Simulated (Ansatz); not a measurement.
# CHAlN (doublet): from Hartree-Fock to the top rungs, cc-pVDZ

How much of the correlation energy of CHAlN (doublet) does each wave-function method recover here?

The runs use Ansatz 0.2.0, Gaussian basis; cc-pVDZ, core rule «outside noble gas», up to 7 orbitals frozen.

To be run: UHF; CCSD(T) on ROHF; CCSD(T) on UHF; BCCD(T) on ROHF; CISD; CCSDT(Q) on ROHF; CCSDT(Q) on UHF; CASSCF and MRCISD+Q, 9 electrons in 9 orbitals; CASSCF and NEVPT2, 9 electrons in 9 orbitals.

21 further runs of the same task are left out: 9 that didn't finish, 12 set aside as unsound or not needed.

## (1) The system

The geometry is a PBE0/def2-TZVP stationary point (not a proven minimum) of the parent state, kept for this charge and spin.

4 atoms, charge 0, spin multiplicity 2.

Atoms are counted from 1 here; the program's logs count them from 0.

Bond lengths: Al1–N2 1.818 Å, Al1–H4 1.595 Å, N2–C3 1.194 Å. Angles: N2–Al1–H4 111.0°, Al1–N2–C3 170.0°.

Coordinates:

```
atom    x (Å)     y (Å)     z (Å)
 Al1  0.00000  -0.11179   1.12142
  N2  0.00000   0.09797  -0.68471
  C3  0.00000   0.02767  -1.87685
  H4  0.00000   1.30130   1.86028
```

In the tables R marks a restricted open-shell determinant and U an unrestricted one; 'frontier' is the active space of 9 electrons in 9 orbitals; energies count from the table's Hartree-Fock row.

## (2) UHF

Contents of in.yaml:

```yaml
crystal:
  periodic: [false, false, false]
  atoms:
    - {symbol: Al, position_ang: [0.000000, -0.111786, 1.121424]}
    - {symbol: N, position_ang: [0.000000, 0.097969, -0.684708]}
    - {symbol: C, position_ang: [0.000000, 0.027668, -1.876852]}
    - {symbol: H, position_ang: [0.000000, 1.301302, 1.860276]}
basis:
  gaussian: {orbitals: cc-pVDZ}
magnetization: {spin_polarized: true, initial_magnetization: 1}
hamiltonian: {xc: hf}
output: {orbitals: {seedname: orbitals}}
```

Run with:

```sh
ansatz run in.yaml --threads 1 --pin off --events-out ev --progress --plain --max-ram 2393MiB
```

Standard output:

```text
Functional definition: HF
  name "HF"
  cite "Fock, Z. Phys. 61, 126 (1930) doi:10.1007/BF01340294"
  parent pbe
  exchange = exact_x
  correlation = 0
495 factors; integrals over basis functions are off by at most 1.0e-3 eV
mean field evaluation 1: about -9108.2386 eV, gradient 1.8e1 eV
mean field evaluation 2: about -9108.2423 eV, gradient 1.8e1 eV
mean field evaluation 4: about -9110.2727 eV, gradient 2.9e0 eV
mean field evaluation 8: about -9110.3677 eV, gradient 1.5e-1 eV
mean field evaluation 16: about -9101.7300 eV, gradient 1.1e1 eV
mean field evaluation 32: about -9101.7024 eV, gradient 9.5e0 eV
mean field -9110.36867188 eV, -334.7998734618 hartree, gradient 2.6e-5 eV, S^2 0.756379; 1 other end points of the search recorded, 0 dependent functions left out
reference -9110.36867188 eV, -334.7998734618 hartree; 14, 13 occupied and 37, 38 virtual orbitals, 495 factors
Total energy: -9110.36867188 eV, -334.7998734618 hartree
```

Wall time 0.63 s (1 thread of Arm Neoverse V1, shared host).

From the report: ⟨S²⟩ of the determinant 0.756 (pure doublet: 0.75).

## (3) CCSD(T) on ROHF

in.yaml, as its differences from that of step 2:

```diff
@@ -9,4 +9,4 @@
   gaussian: {orbitals: cc-pVDZ}
-magnetization: {spin_polarized: true, initial_magnetization: 1}
-hamiltonian: {xc: hf}
-output: {orbitals: {seedname: orbitals}}
+magnetization: {spin_polarized: false, initial_magnetization: 1}
+correlation: {method: ccsd_t, electrons: outside_noble_gas}
+output: {forces: true}
```

The command is unchanged.

Standard output, cut to the lines that bear on the results:

```text
Functional definition: HF
  name "HF"
  cite "Fock, Z. Phys. 61, 126 (1930) doi:10.1007/BF01340294"
  parent pbe
[...]
495 factors; integrals over basis functions are off by at most 1.0e-3 eV
[...]
mean field -9110.33713700 eV, -334.7987145765 hartree, gradient 1.7e-6 eV, S^2 0.750000; 2 other end points of the search recorded, 0 dependent functions left out
[...]
determinant -9110.33713700 eV, -334.7987145765 hartree, with singles and doubles -9119.25720443 eV, -335.1265210081 hartree
determinant -9107.45423203 eV, -334.6927697728 hartree, with singles and doubles -9116.77790442 eV, -335.0354084135 hartree
7 core orbitals not correlated: weight in the atoms' cores, before any rotation towards them, 1.000 or more for the frozen orbitals, at most 0.000 for the correlated occupied ones
reference -9110.33713700 eV, -334.7987145765 hartree; 7, 6 occupied and 37, 38 virtual orbitals, 495 factors
second order -8.34536029 eV of doubles, -0.01483096 eV of singles
cycle   1  -8.92014798 eV  change   -8.1e-5 eV  update   1.1e-3
[...]
cycle   9  -8.92038497 eV  change    8.6e-7 eV  update   6.5e-7
perturbative correction -0.37397315 eV, -0.0137432596 hartree
[...]
Total energy: -9119.63149512 eV, -335.1402759374 hartree
Atom 0 at     0.000000    -0.111786     1.121424 Å, force     0.000000     0.074167     0.743884 eV/Å
Atom 1 at     0.000000     0.097969    -0.684708 Å, force    -0.000000    -0.035027    -0.050089 eV/Å
Atom 2 at     0.000000     0.027668    -1.876852 Å, force    -0.000000    -0.017579    -0.856555 eV/Å
Atom 3 at     0.000000     1.301302     1.860276 Å, force    -0.000000    -0.021561     0.162760 eV/Å
Dipole moment:     0.000000    -0.150227     0.662319 e Å
```

Run time: 7 s. Hardware: 1 thread of Arm Neoverse V1, shared host.

From the report: correlation -9.2944 eV; T1 0.021; largest double amplitude 0.07.

## (4) CCSD(T) on UHF

in.yaml, as its differences from that of step 3:

```diff
@@ -9,3 +9,3 @@
   gaussian: {orbitals: cc-pVDZ}
-magnetization: {spin_polarized: false, initial_magnetization: 1}
+magnetization: {spin_polarized: true, initial_magnetization: 1}
 correlation: {method: ccsd_t, electrons: outside_noble_gas}
```

Launched as before.

Standard output, cut to the lines that bear on the results:

```text
Functional definition: HF
  name "HF"
  cite "Fock, Z. Phys. 61, 126 (1930) doi:10.1007/BF01340294"
  parent pbe
[...]
495 factors; integrals over basis functions are off by at most 1.0e-3 eV
[...]
mean field -9110.36867188 eV, -334.7998734618 hartree, gradient 4.3e-6 eV, S^2 0.756379; 3 other end points of the search recorded, 0 dependent functions left out
determinant -9110.36867188 eV, -334.7998734618 hartree, with singles and doubles -9119.25891773 eV, -335.1265839708 hartree
determinant -9107.67980593 eV, -334.7010594609 hartree, with singles and doubles -9116.76913254 eV, -335.0350860530 hartree
7 core orbitals not correlated: weight in the atoms' cores, before any rotation towards them, 1.000 or more for the frozen orbitals, at most 0.000 for the correlated occupied ones
reference -9110.36867188 eV, -334.7998734618 hartree; 7, 6 occupied and 37, 38 virtual orbitals, 495 factors
second order -8.33578246 eV of doubles, -0.00000000 eV of singles
cycle   1  -8.89020600 eV  change    4.0e-5 eV  update   9.5e-4
[...]
cycle   9  -8.89043721 eV  change    6.3e-7 eV  update   6.8e-7
perturbative correction -0.37286113 eV, -0.0137023938 hartree
[...]
Total energy: -9119.63197022 eV, -335.1402933970 hartree
Atom 0 at     0.000000    -0.111786     1.121424 Å, force     0.000000     0.073294     0.744179 eV/Å
Atom 1 at     0.000000     0.097969    -0.684708 Å, force     0.000000    -0.035238    -0.052183 eV/Å
Atom 2 at     0.000000     0.027668    -1.876852 Å, force    -0.000000    -0.017299    -0.855012 eV/Å
Atom 3 at     0.000000     1.301302     1.860276 Å, force    -0.000000    -0.020758     0.163016 eV/Å
Dipole moment:    -0.000000    -0.150265     0.662314 e Å
```

Run time: 6.5 s. Hardware: 1 thread of Arm Neoverse V1, shared host.

From the report: ⟨S²⟩ of the determinant 0.756 (pure doublet: 0.75); correlation -9.2633 eV; T1 0.019; largest double amplitude 0.07.

## (5) BCCD(T) on ROHF

in.yaml, as its differences from that of step 4:

```diff
@@ -9,4 +9,3 @@
   gaussian: {orbitals: cc-pVDZ}
-magnetization: {spin_polarized: true, initial_magnetization: 1}
-correlation: {method: ccsd_t, electrons: outside_noble_gas}
-output: {forces: true}
+magnetization: {spin_polarized: false, initial_magnetization: 1}
+correlation: {method: bccd_t, electrons: outside_noble_gas}
```

Launched as before.

Standard output, cut to the lines that bear on the results:

```text
Functional definition: HF
  name "HF"
  cite "Fock, Z. Phys. 61, 126 (1930) doi:10.1007/BF01340294"
  parent pbe
[...]
495 factors; integrals over basis functions are off by at most 1.0e-3 eV
[...]
mean field -9110.33713700 eV, -334.7987145765 hartree, gradient 1.7e-6 eV, S^2 0.750000; 2 other end points of the search recorded, 0 dependent functions left out
[...]
determinant -9110.33713700 eV, -334.7987145765 hartree, with singles and doubles -9119.25720443 eV, -335.1265210081 hartree
determinant -9107.45423203 eV, -334.6927697728 hartree, with singles and doubles -9116.77790442 eV, -335.0354084135 hartree
7 core orbitals not correlated: weight in the atoms' cores, before any rotation towards them, 1.000 or more for the frozen orbitals, at most 0.000 for the correlated occupied ones
reference -9110.33713700 eV, -334.7987145765 hartree; 7, 6 occupied and 37, 38 virtual orbitals, 495 factors
second order -8.34536029 eV of doubles, -0.01483096 eV of singles
cycle   1  -8.88929139 eV  change    3.1e-2 eV  update   1.4e-2
[...]
cycle   9  -8.89403124 eV  change   -7.4e-7 eV  update   6.5e-6
perturbative correction -0.40330960 eV, -0.0148213544 hartree
Total energy: -9119.63447784 eV, -335.1403855504 hartree
```

It took 3.3 s on 1 thread of Arm Neoverse V1, shared host.

From the report: correlation -9.2973 eV; largest double amplitude 0.07.

## (6) CISD

in.yaml, as its differences from that of step 5:

```diff
@@ -10,2 +10,2 @@
 magnetization: {spin_polarized: false, initial_magnetization: 1}
-correlation: {method: bccd_t, electrons: outside_noble_gas}
+correlation: {active_space: {ras: {orbitals: [6, 1, 37], electrons: 13, max_holes: 2, max_particles: 2}, fixed_orbitals: true}}
```

Launched as before.

Standard output:

```text
Functional definition: HF
  name "HF"
  cite "Fock, Z. Phys. 61, 126 (1930) doi:10.1007/BF01340294"
  parent pbe
  exchange = exact_x
  correlation = 0
495 factors; integrals over basis functions are off by at most 1.0e-3 eV
mean field evaluation 1: about -9108.2849 eV, gradient 2.4e1 eV
mean field evaluation 2: about -9108.2886 eV, gradient 2.4e1 eV
mean field evaluation 4: about -9110.2701 eV, gradient 3.4e0 eV
mean field evaluation 8: about -9110.3371 eV, gradient 6.5e-4 eV
mean field evaluation 16: about -9107.4542 eV, gradient 1.2e-4 eV
mean field -9110.33713700 eV, -334.7987145765 hartree, gradient 1.7e-6 eV, S^2 0.750000; 2 other end points of the search recorded, 0 dependent functions left out
reference -9110.33713700 eV, -334.7987145765 hartree; 14, 13 occupied and 37, 38 virtual orbitals, 495 factors
state -9118.43256539 eV, -335.0962160827 hartree
Total energy: -9118.43256539 eV, -335.0962160827 hartree
```

Wall time 3.7 s (1 thread of Arm Neoverse V1, shared host).

From the report: 67,617 determinants.

## (7) CCSDT(Q) on ROHF

in.yaml, as its differences from that of step 6:

```diff
@@ -10,2 +10,2 @@
 magnetization: {spin_polarized: false, initial_magnetization: 1}
-correlation: {active_space: {ras: {orbitals: [6, 1, 37], electrons: 13, max_holes: 2, max_particles: 2}, fixed_orbitals: true}}
+correlation: {method: ccsdt_q, electrons: outside_noble_gas}
```

The command is unchanged.

Standard output, cut to the lines that bear on the results:

```text
Functional definition: HF
  name "HF"
  cite "Fock, Z. Phys. 61, 126 (1930) doi:10.1007/BF01340294"
  parent pbe
[...]
953 factors; integrals over basis functions are off by at most 1.7e-7 eV
[...]
mean field -9110.33722345 eV, -334.7987177534 hartree, gradient 1.6e-6 eV, S^2 0.750000; 2 other end points of the search recorded, 0 dependent functions left out
[...]
determinant -9110.33722345 eV, -334.7987177534 hartree, with singles and doubles -9119.25728939 eV, -335.1265241305 hartree
determinant -9107.45432677 eV, -334.6927732546 hartree, with singles and doubles -9116.77799378 eV, -335.0354116975 hartree
7 core orbitals not correlated: weight in the atoms' cores, before any rotation towards them, 1.000 or more for the frozen orbitals, at most 0.000 for the correlated occupied ones
reference -9110.33722345 eV, -334.7987177534 hartree; 7, 6 occupied and 37, 38 virtual orbitals, 953 factors
second order -8.34538387 eV of doubles, -0.01483103 eV of singles
cycle   1  -8.47589076 eV  change   -1.2e-1 eV  update   1.1e-1
[...]
cycle  18  -9.31412270 eV  change    4.6e-7 eV  update   8.5e-7
perturbative correction -0.02907840 eV, -0.0010686113 hartree
Total energy: -9119.68042454 eV, -335.1420740606 hartree
```

It took 60 s on 1 thread of Arm Neoverse V1, shared host; peak memory 0.83 GiB.

From the report: correlation -9.3432 eV; T1 0.021; largest double amplitude 0.08.

## (8) CCSDT(Q) on UHF

in.yaml, as its differences from that of step 7:

```diff
@@ -9,3 +9,3 @@
   gaussian: {orbitals: cc-pVDZ}
-magnetization: {spin_polarized: false, initial_magnetization: 1}
+magnetization: {spin_polarized: true, initial_magnetization: 1}
 correlation: {method: ccsdt_q, electrons: outside_noble_gas}
```

The command is unchanged.

Standard output, cut to the lines that bear on the results:

```text
Functional definition: HF
  name "HF"
  cite "Fock, Z. Phys. 61, 126 (1930) doi:10.1007/BF01340294"
  parent pbe
[...]
953 factors; integrals over basis functions are off by at most 1.7e-7 eV
[...]
mean field -9110.36875847 eV, -334.7998766440 hartree, gradient 4.3e-6 eV, S^2 0.756379; 3 other end points of the search recorded, 0 dependent functions left out
determinant -9110.36875847 eV, -334.7998766440 hartree, with singles and doubles -9119.25900222 eV, -335.1265870759 hartree
determinant -9107.67990212 eV, -334.7010629959 hartree, with singles and doubles -9116.76922212 eV, -335.0350893448 hartree
7 core orbitals not correlated: weight in the atoms' cores, before any rotation towards them, 1.000 or more for the frozen orbitals, at most 0.000 for the correlated occupied ones
reference -9110.36875847 eV, -334.7998766440 hartree; 7, 6 occupied and 37, 38 virtual orbitals, 953 factors
second order -8.33580579 eV of doubles, -0.00000000 eV of singles
cycle   1  -8.45009482 eV  change   -1.1e-1 eV  update   1.1e-1
[...]
cycle  18  -9.28297857 eV  change    4.2e-7 eV  update   8.0e-7
perturbative correction -0.03209118 eV, -0.0011793291 hartree
Total energy: -9119.68382822 eV, -335.1421991434 hartree
```

Run time: 50 s. Hardware: 1 thread of Arm Neoverse V1, shared host; peak memory 0.63 GiB.

From the report: ⟨S²⟩ of the determinant 0.756 (pure doublet: 0.75); correlation -9.3151 eV; T1 0.019; largest double amplitude 0.08.

## (9) CASSCF and MRCISD+Q, 9 electrons in 9 orbitals

in.yaml, as its differences from that of step 8:

```diff
@@ -9,3 +9,3 @@
   gaussian: {orbitals: cc-pVDZ}
-magnetization: {spin_polarized: true, initial_magnetization: 1}
-correlation: {method: ccsdt_q, electrons: outside_noble_gas}
+magnetization: {spin_polarized: false, initial_magnetization: 1}
+correlation: {method: fic_mrcisd_q, electrons: outside_noble_gas, active_space: {window: {electrons: 9, orbitals: 9}}}
```

Launched as before.

Standard output, cut to the lines that bear on the results:

```text
Functional definition: HF
  name "HF"
  cite "Fock, Z. Phys. 61, 126 (1930) doi:10.1007/BF01340294"
  parent pbe
[...]
495 factors; integrals over basis functions are off by at most 1.0e-3 eV
[...]
mean field -9110.33713700 eV, -334.7987145765 hartree, gradient 1.7e-6 eV, S^2 0.750000; 2 other end points of the search recorded, 0 dependent functions left out
reference -9110.33713700 eV, -334.7987145765 hartree; 14, 13 occupied and 37, 38 virtual orbitals, 495 factors
state -9113.90216033 eV, -334.9297267672 hartree
contracted CI cycle   1: correlation 0.00000000 eV, 0.0000000000 hartree, residual 2.08e1 eV
contracted CI cycle   2: correlation -4.99071102 eV, -0.1834052472 hartree, residual 4.14e0 eV
contracted CI cycle   3: correlation -5.22342470 eV, -0.1919573173 hartree, residual 1.37e0 eV
contracted CI cycle   4: correlation -5.25472706 eV, -0.1931076575 hartree, residual 6.03e-1 eV
[...]
contracted CI cycle   2: correlation -5.31835072 eV, -0.1954457841 hartree, residual 3.96e0 eV
contracted CI cycle   3: correlation -5.50791745 eV, -0.2024122328 hartree, residual 9.51e-1 eV
contracted CI cycle   4: correlation -5.52057913 eV, -0.2028775411 hartree, residual 3.01e-1 eV
contracted CI cycle   5: correlation -5.52190906 eV, -0.2029264153 hartree, residual 1.00e-1 eV
contracted CI cycle   6: correlation -5.52204594 eV, -0.2029314455 hartree, residual 3.25e-2 eV
contracted CI cycle   7: correlation -5.52205960 eV, -0.2029319472 hartree, residual 1.10e-2 eV
contracted CI cycle   8: correlation -5.52206118 eV, -0.2029320053 hartree, residual 3.49e-3 eV
contracted CI cycle   9: correlation -5.52206133 eV, -0.2029320110 hartree, residual 1.08e-3 eV
state -9113.62632393 eV, -334.9195899666 hartree; corrected -9119.59838276 eV, -335.1390590806 hartree
state -9113.90216033 eV, -334.9297267672 hartree; corrected -9119.61322599 eV, -335.1396045591 hartree
Total energy: -9119.61322599 eV, -335.1396045591 hartree
```

Wall time 18 s (1 thread of Arm Neoverse V1, shared host); peak memory 0.37 GiB.

From the report: 8,036 determinants; active occupations 1.98, 1.98, 1.96, 1.96, 1.00, 0.04, 0.04, 0.02, 0.02.

## (10) CASSCF and NEVPT2, 9 electrons in 9 orbitals

in.yaml, as its differences from that of step 9:

```diff
@@ -10,2 +10,2 @@
 magnetization: {spin_polarized: false, initial_magnetization: 1}
-correlation: {method: fic_mrcisd_q, electrons: outside_noble_gas, active_space: {window: {electrons: 9, orbitals: 9}}}
+correlation: {method: sc_nevpt2, electrons: outside_noble_gas, active_space: {window: {electrons: 9, orbitals: 9}}}
```

Same command.

Standard output, cut to the lines that bear on the results:

```text
Functional definition: HF
  name "HF"
  cite "Fock, Z. Phys. 61, 126 (1930) doi:10.1007/BF01340294"
  parent pbe
[...]
495 factors; integrals over basis functions are off by at most 1.0e-3 eV
[...]
mean field -9110.33713700 eV, -334.7987145765 hartree, gradient 1.7e-6 eV, S^2 0.750000; 2 other end points of the search recorded, 0 dependent functions left out
reference -9110.33713700 eV, -334.7987145765 hartree; 14, 13 occupied and 37, 38 virtual orbitals, 495 factors
state -9113.90216033 eV, -334.9297267672 hartree
state -9113.90216033 eV, -334.9297267672 hartree; corrected -9118.21422937 eV, -335.0881923817 hartree
state -9113.62632393 eV, -334.9195899666 hartree
state -9113.62632393 eV, -334.9195899666 hartree; corrected -9118.44274939 eV, -335.0965903377 hartree
state -9113.62632393 eV, -334.9195899666 hartree; corrected -9118.44274939 eV, -335.0965903377 hartree
the orbitals are reached from a further start. From the first start the search ends at -9113.90208482 eV, -334.9297239923 hartree
WARN: the results are in doubt because another end's mean lies 0.276 eV lower, and its corrected mean 0.229 eV higher
Total energy: -9118.44274939 eV, -335.0965903377 hartree
In doubt: another end's mean lies 0.276 eV lower, and its corrected mean 0.229 eV higher
```

Run time: 13 s. Hardware: 1 thread of Arm Neoverse V1, shared host.

From the report: 8,036 determinants; active occupations 1.98, 1.98, 1.95, 1.95, 1.00, 0.05, 0.05, 0.02, 0.01. The program marks this result as in doubt; its last lines say why.

## (11) Misses and costs

The yardstick is UCCSDT(Q), where the cluster series has nearly closed. Rows without a time come out of other runs: HF, MP2 and CCSD of CCSD(T), CCSDT of CCSDT(Q), CASSCF and MRCISD of the multireference runs. The times of RCCSD(T), UCCSD(T) include forces.

Differences are taken before rounding.

```
           method  energy from the lowest RHF (kJ/mol)  from UCCSDT(Q) (kJ/mol)   time
              RHF                                  0.0                   +901.8       
              UHF                                 -3.0                   +898.8       
             RMP2                               -806.6                    +95.2       
             UMP2                               -807.3                    +94.5       
             CISD                               -781.1                   +120.7  3.7 s
            RCCSD                               -860.7                    +41.1       
            UCCSD                               -860.8                    +41.0       
         RCCSD(T)                               -896.8                     +5.0    7 s
         UCCSD(T)                               -896.8                     +5.0  6.5 s
          BCCD(T)                               -897.1                     +4.8  3.3 s
           RCCSDT                               -898.7                     +3.1       
           UCCSDT                               -898.7                     +3.1       
        RCCSDT(Q)                               -901.5                     +0.3   60 s
        UCCSDT(Q)                               -901.8                        0   50 s
  CASSCF frontier                               -344.0                   +557.8       
  MRCISD frontier                               -851.6                    +50.2       
MRCISD+Q frontier                               -895.0                     +6.8   18 s
```

Among the levels timed on like hardware and quicker than the yardstick, those that no quicker one beats, quickest first: BCCD(T) (3.3 s, +4.8 kJ/mol).

Not comparable, so not listed: CASSCF and NEVPT2, 9 electrons in 9 orbitals (they don't share determinant, frozen orbitals or solution with the rows shown, or repeat one).

## (12) Results

| quantity | value |
| --- | --- |
| UCCSDT(Q) below the RHF energy | -9.3467 eV |
| RMP2 from UCCSDT(Q) | +95.2 kJ/mol |
| UMP2 from UCCSDT(Q) | +94.5 kJ/mol |
| RCCSD from UCCSDT(Q) | +41.1 kJ/mol |
| RCCSD(T) from UCCSDT(Q) | +5.0 kJ/mol |
| UCCSD(T) from UCCSDT(Q) | +5.0 kJ/mol |
| RCCSDT(Q) from UCCSDT(Q) | +0.3 kJ/mol |
| MRCISD+Q frontier from UCCSDT(Q) | +6.8 kJ/mol |
| levels within 1 kcal/mol (43 meV) | RCCSDT, UCCSDT, RCCSDT(Q) |
| T1 diagnostic | 0.021 |

What this shows: RCCSD(T) lands +5.0 kJ/mol from the yardstick (0.6 % of the correlation energy). These misses are within one basis, not against nature; the frozen cores of restricted and unrestricted runs differ, which can shift their rows.

BCCD(T) reaches 4.8 kJ/mol from the reference in 3.3 s, where UCCSDT(Q) took 50 s.
